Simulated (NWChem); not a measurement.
# One shape, several levels: HCl (hydrogen chloride)

Wanted: a comparison of 5 runs (PBE0/def2-SVP, PBE/def2-TZVPPD, TPSS/def2-TZVPPD, revPBE/def2-TZVPPD, MP2/3-21G) of HCl (hydrogen chloride). 

The results are computed with NWChem 7.3.0.

1 further run of the same task is left out (set aside as unsound or not needed).

## 1. The system as given

The species is HCl (2 atoms), meant as a singlet with charge 0. As SMILES, `Cl`. The coordinates come from a PBE0-D4/def2-TZVP relaxation.

Bond lengths: Cl1–H2 1.279 Å.

## 2. Energy and forces at PBE0/def2-SVP (run 1)

clh.xyz reads:

```xyz
2

Cl     0.546000    -0.178500     0.280800
H     -0.546000     0.178500    -0.280800
```

clh.nw reads:

```
start clh
memory total 2200 mb

geometry units angstroms noautosym nocenter noautoz
 load clh.xyz
end

basis "ao basis" spherical bse
 * library def2-SVP
end

dft
 xc pbe0
 grid xfine
 convergence energy 1e-08
 iterations 100
 mulliken
 print medium
end

task dft gradient
```

Launch:

```bash
$ nwchem clh.nw > clh.out
```

Log:

```text
[...]
          Wavefunction type:  closed shell.
          No. of atoms     :     2
          No. of electrons :    18
[...]
          Charge           :     0
          Spin multiplicity:     1
[...]
          AO basis - number of functions:    23
[...]
              XC Information
              --------------
                         PBE0 Method XC Functional
                     Hartree-Fock (Exact) Exchange  0.250
          PerdewBurkeErnzerhof Exchange Functional  0.750
            Perdew 1991 LDA Correlation Functional  1.000 local
           PerdewBurkeErnz. Correlation Functional  1.000 non-local
[...]
 d= 0,ls=0.0,diis     1   -460.4851311588 -4.68D+02  1.81D-02  1.43D-01     0.2
[...]
 d= 0,ls=0.0,diis     7   -460.5020762540 -1.17D-09  7.63D-08  2.31D-12     1.0
         Total DFT energy =     -460.502076253998
      One electron energy =     -649.925238426551
           Coulomb energy =      210.852271911016
    Exchange-Corr. energy =      -28.463887197784
 Nuclear repulsion energy =        7.034777459321
[...]
      Total Density - Mulliken Population Analysis
     ---------------------------------------------
    Atom       Charge   Shell Charges
 -----------   ------   -------------------------------------------------------
    1 Cl  17    17.15   2.00  1.99  1.25  0.70  5.93  2.14  3.13  0.02
    2 H    1     0.85   0.68  0.12  0.05
[...]
  wavefunction    = closed shell
                         DFT ENERGY GRADIENTS
    atom               coordinates                        gradient
                 x          y          z           x          y          z
   1 Cl      1.031790  -0.337316   0.530635   -0.003503   0.001145  -0.001801
   2 H      -1.031790   0.337316  -0.530635    0.003503  -0.001145   0.001801
[...]
```

Run time: 1.9 s. Hardware: 1 thread of AMD EPYC 7B13 (Zen 3), shared host; peak memory 0.11 GiB.

## 3. Energy and forces at PBE/def2-TZVPPD (run 2)

struct.nw reads:

```
start struct
memory total 2200 mb
geometry noautosym nocenter noautoz
  Cl     0.546000    -0.178500     0.280800
  H     -0.546000     0.178500    -0.280800
end
basis spherical bse
  * library def2-TZVPPD
end
dft
  xc xpbe96 cpbe96
  grid xfine
  convergence energy 1e-08
  iterations 100
  mulliken
end
task dft gradient
```

Launch:

```bash
$ nwchem struct.nw > struct.out
```

Log:

```text
[...]
          Wavefunction type:  closed shell.
          No. of atoms     :     2
          No. of electrons :    18
[...]
          Charge           :     0
          Spin multiplicity:     1
[...]
          AO basis - number of functions:    68
[...]
              XC Information
              --------------
          PerdewBurkeErnzerhof Exchange Functional  1.000
            Perdew 1991 LDA Correlation Functional  1.000 local
           PerdewBurkeErnz. Correlation Functional  1.000 non-local
[...]
 d= 0,ls=0.0,diis     1   -460.6058217685 -4.68D+02  5.87D-03  6.95D-01     0.7
[...]
 d= 0,ls=0.0,diis     8   -460.6290802354  2.87D-09  1.68D-06  5.31D-08     4.6
         Total DFT energy =     -460.629080235388
      One electron energy =     -649.922365189243
           Coulomb energy =      210.660635449976
    Exchange-Corr. energy =      -28.402127955443
 Nuclear repulsion energy =        7.034777459321
[...]
      Total Density - Mulliken Population Analysis
     ---------------------------------------------
    Atom       Charge   Shell Charges
 -----------   ------   -------------------------------------------------------
    1 Cl  17    17.22   2.01  0.43  1.52  1.15  0.83  0.03  4.19  1.66  1.14  2.78  1.38  0.05  0.00  0.01  0.02  0.00  0.00
    2 H    1     0.78   0.24  0.42  0.03  0.01  0.05  0.02  0.00
[...]
  wavefunction    = closed shell
                         DFT ENERGY GRADIENTS
    atom               coordinates                        gradient
                 x          y          z           x          y          z
   1 Cl      1.031790  -0.337316   0.530635   -0.005091   0.001664  -0.002618
   2 H      -1.031790   0.337316  -0.530635    0.005091  -0.001664   0.002618
[...]
```

Wall time 7.2 s (1 thread of AMD EPYC 7B13 (Zen 3), shared host); peak memory 0.12 GiB.

Runs 3 to 4 aren't shown in full; the table further down has their settings and results.

## 4. Energy and gradient at MP2/3-21G (run 5)

mymol.nw reads:

```
start mymol
title "ClH gradient"
memory stack 880 mb heap 220 mb global 1100 mb
charge 0

geometry units angstroms noautosym nocenter noautoz
  Cl       0.546000      -0.178500       0.280800
  H       -0.546000       0.178500      -0.280800
end

basis spherical bse
  * library 3-21G
end

scf
  singlet
  rhf
  thresh 1e-08
  maxiter 80
end

mp2
  freeze core 5
  tight
end

task mp2 gradient
```

Launch:

```bash
$ nwchem mymol.nw > mymol.out
```

Log:

```text
[...]
  functions       =    15
[...]
  wavefunction    = RHF
[...]
         Total SCF energy =   -457.869311555968
      One-electron energy =   -647.311048618310
      Two-electron energy =    182.406959603021
 Nuclear repulsion energy =      7.034777459321
        Time for solution =      0.1s
[...]
          Total MP2 energy          -457.921401942553
[...]
                         mp2 ENERGY GRADIENTS
    atom               coordinates                        gradient
                 x          y          z           x          y          z
   1 Cl      1.031790  -0.337316   0.530635   -0.016811   0.005496  -0.008645
   2 H      -1.031790   0.337316  -0.530635    0.016811  -0.005496   0.008645
[...]
```

Wall time 0.83 s (1 thread of AMD EPYC 7B13 (Zen 3), shared host); peak memory 0.1 GiB.

## 5. All runs side by side

| run | level | integration grid | iteration cap | energy (Eh) | dipole moment (D) | HOMO energy (eV) | LUMO energy (eV) | wall time |
| --- | --- | --- | --- | --- | --- | --- | --- | --- |
| 1 | PBE0/def2-SVP | xfine | 100 | -460.502076 | 1.37 | -9.03 | 0.95 | 1.9 s |
| 2 | PBE/def2-TZVPPD | xfine | 100 | -460.629080 | 1.07 | -8.04 | -0.98 | 7.2 s |
| 3 | TPSS/def2-TZVPPD | xfine | 100 | -460.840284 | 1.08 | -8.15 | -0.77 | 9 s |
| 4 | revPBE/def2-TZVPPD | xfine | 100 | -460.737624 | 1.07 | -8.01 | -0.97 | 8.4 s |
| 5 | MP2/3-21G | – | 80 | -457.921402 | 1.75 | -13.04 | 4.67 | 0.83 s |

## 6. Outcome

| quantity | value |
| --- | --- |
| run 5: total energy | -457.92140 Eh |
| run 5: dipole moment (of the density that the program reports) | 1.75 D |
| run 5: HOMO energy (Hartree–Fock orbitals) | -13.04 eV |
| run 5: LUMO energy (Hartree–Fock orbitals) | 4.67 eV |
| run 5: HOMO–LUMO gap (Hartree–Fock orbitals) | 17.72 eV |
| run 5: correlation energy (5 core orbitals frozen) | -52.1 mEh |
| run 5: largest force on an atom | 1.012 eV/Å |

**Reading.** The dipole moment (its size) runs from 1.07 D (revPBE/def2-TZVPPD) to 1.75 D (MP2/3-21G). The two ends differ in method and basis. Over runs 1, 2, 3, 4 the HOMO–LUMO gap runs from 7.03 eV (revPBE/def2-TZVPPD) to 9.98 eV (PBE0/def2-SVP). Totals of different functionals can't be ranked against each other. All runs together took 27 s, the longest 9 s.
